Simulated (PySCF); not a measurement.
isobutane (C₄H₁₀), SMILES CC(C)C.

The structure is a stationary point at B3LYP-D3(BJ)/def2-SVP.

These are M06-2X/def2-TZVP (PySCF) values and carry that method's errors.

Gas-phase values at a fixed geometry.

**Question.** Estimate the frontier levels, gap, dipole moment and polarisability. (The exact figures need the calculation; the answer reports its results.)

**Answer.** 
- highest occupied level: -10.26 eV
- lowest empty level: 1.74 eV
- orbital gap: 12.01 eV
- dipole moment: 0.14 D
- quadrupole, principal values (traceless, Buckingham form, about the centre of nuclear charge): -0.28, -0.28, 0.57 D·Å
- mean static polarisability: 51.2 bohr³ (7.59 Å³)
- polarisability, principal values: 47.0, 53.3, 53.3 bohr³
